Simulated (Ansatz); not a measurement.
in.yaml

```yaml
crystal:
  periodic: [false, false, false]
  atoms:
    - {symbol: B, position_ang: [0.000000, 0.000000, 1.076267]}
    - {symbol: C, position_ang: [0.000000, 0.000000, -0.002733]}
    - {symbol: H, position_ang: [0.000000, 0.000000, -1.073535]}
basis:
  gaussian: {orbitals: 6-31G}
magnetization: {spin_polarized: true, initial_magnetization: 2}
hamiltonian: {xc: {name: BLYP}}
```

```sh
$ ansatz run in.yaml --threads 1 --pin off --events-out ev --progress --plain --max-ram 2393MiB
```

Task: Roughly how long does this take on 1 thread of Arm Neoverse V2, shared host, and how much host memory?

Result: 0.54 s wall and 0.07 GiB.

```
285 factors; integrals over basis functions are off by at most 1.9e-4 eV
mean field evaluation 1: about -1713.2481 eV, gradient 3.0e1 eV
mean field evaluation 2: about -1707.0632 eV, gradient 4.2e1 eV
mean field evaluation 4: about -1718.2602 eV, gradient 1.5e0 eV
mean field evaluation 8: about -1718.2751 eV, gradient 5.8e-3 eV
mean field evaluation 16: about -1718.2769 eV, gradient 1.7e-2 eV
mean field -1718.27514978 eV, -63.1454470657 hartree, gradient 4.5e-5 eV, S^2 2.002133; 1 other end points of the search recorded, 0 dependent functions left out
reference -1718.27535761 eV, -63.1454547033 hartree; 7, 5 occupied and 13, 15 virtual orbitals, 285 factors
Total energy: -1718.27535761 eV, -63.1454547033 hartree
```
